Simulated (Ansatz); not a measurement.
Energy needed to pull apart B$_{2}$SiH$_{6}$ (SMILES B[SiH2]B), closed shell, into free ground-state atoms, from the structure below (displaced at random from a GFN2-xTB minimum); no zero-point or spin–orbit terms; open-shell atoms are treated unrestricted, in their ground-state multiplicity.

```json
{"atom": "B1", "x (Å)": "-0.9461", "y (Å)": "0.5508", "z (Å)": "-1.1969"}
{"atom": "Si2", "x (Å)": "0.6529", "y (Å)": "0.4872", "z (Å)": "-0.0340"}
{"atom": "B3", "x (Å)": "0.3456", "y (Å)": "-1.0404", "z (Å)": "1.2349"}
{"atom": "H4", "x (Å)": "-1.2782", "y (Å)": "-0.1960", "z (Å)": "-2.1935"}
{"atom": "H5", "x (Å)": "-1.8849", "y (Å)": "1.1119", "z (Å)": "-0.9496"}
{"atom": "H6", "x (Å)": "0.7269", "y (Å)": "1.7602", "z (Å)": "0.4569"}
{"atom": "H7", "x (Å)": "1.8942", "y (Å)": "0.2043", "z (Å)": "-1.0492"}
{"atom": "H8", "x (Å)": "0.6775", "y (Å)": "-2.2134", "z (Å)": "0.9160"}
{"atom": "H9", "x (Å)": "-0.2188", "y (Å)": "-0.7853", "z (Å)": "2.1111"}
```

Program: Ansatz 0.2.0. Basis: def2-TZVPP. Cores are frozen in the correlated methods.

| method | atomization energy (eV) |
| --- | --- |
| PBE-D4 | 27.48 |
| BLYP-D4 | 27.35 |
| r2SCAN-D4 | 27.69 |
| B97M-V | ? |
| PBE0-D4 | 27.42 |
| wB97M-V | 27.57 |
| HF | 21.62 |
| MP2 | 26.65 |
| CCSD | ? |
| CCSD(T) | 26.76 |

(1) What does B97M-V give? (Judge from chemistry; the value comes from the calculation.)

(2) What does CCSD give? (To be estimated.)

No T1 diagnostic of these runs exceeds 0.016.

Results:

(1) Computed: 27.85 eV, which is about 1.09 eV more than CCSD(T)/def2-TZVPP.

(2) By the calculation: 26.55 eV, which is about 0.20 eV less than CCSD(T)/def2-TZVPP.

In triple zeta the MP2 and coupled-cluster atomization energies are still short of their basis limit by a few kcal/mol a bond, whereas those of the functionals are nearly converged, so these differences are not deviations from converged CCSD(T).

For scale, one of the runs: CCSD(T)/def2-TZVPP forces, 188 basis functions (an equivalent command: `ansatz run in.yaml --threads 4`). The run took 80 s on 4 CPU threads (shared host), with 3.8 GiB of host memory at its peak.
